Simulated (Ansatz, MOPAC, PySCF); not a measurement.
System: C$_{2}$H$_{3}$O (charge -1, singlet). SMILES: C[C-]=O
Geometry from a B3LYP-D3(BJ)/def2-TZVP (Ansatz, a quantum-chemistry and plane-wave program) optimisation:
```xyz
6

O      1.1831     0.3457     0.0022
C     -0.0156     0.6488    -0.0069
C     -0.9595    -0.6436     0.0020
H     -0.3823    -1.5883     0.0148
H     -1.6200    -0.5948     0.8793
H     -1.6112    -0.6134    -0.8826
```
Charge -1, spin multiplicity 1.

Unscaled harmonic wavenumbers (cm⁻¹) in rising order, each level at the stationary point that it reaches from this structure (no distance between atoms moves by over 0.3 Å); the order of modes can differ between levels, and a negative number is imaginary. B3LYP-D3(BJ)/def2-TZVP (PySCF, at the structure above): 127, 484, 640, 816, 983, 1249, 1440, 1447, 1573, 2861, 2990, 3010.

AM1 (MOPAC): 119, 504, 874, 950, 1054, 1344, 1402, 1408, 1977, 3009, 3049, 3124. Zero-point energy 26.9 against 25.2 kcal/mol; where all levels lie over 400 cm⁻¹, the wavenumbers are on average 1.099 times those of B3LYP-D3(BJ)/def2-TZVP.

PM7 (MOPAC): 56, 482, 623, 841, 922, 1252, 1317, 1328, 1746, 2727, 2729, 2795. Zero-point energy 24.0 against 25.2 kcal/mol; where all levels lie over 400 cm⁻¹, the wavenumbers are on average 0.968 times those of B3LYP-D3(BJ)/def2-TZVP.

HF/3-21G (Ansatz): 90, 352, 503, 770, 981, 1327, 1625, 1644, 1681, 3091, 3146, 3172. Zero-point energy 26.3 against 25.2 kcal/mol; where all levels lie over 400 cm⁻¹, the wavenumbers are on average 1.031 times those of B3LYP-D3(BJ)/def2-TZVP.

HF/6-31G* (Ansatz): 106, 495, 668, 852, 1069, 1409, 1605, 1615, 1750, 3080, 3130, 3140. Zero-point energy 27.0 against 25.2 kcal/mol; where all levels lie over 400 cm⁻¹, the wavenumbers are on average 1.081 times those of B3LYP-D3(BJ)/def2-TZVP.
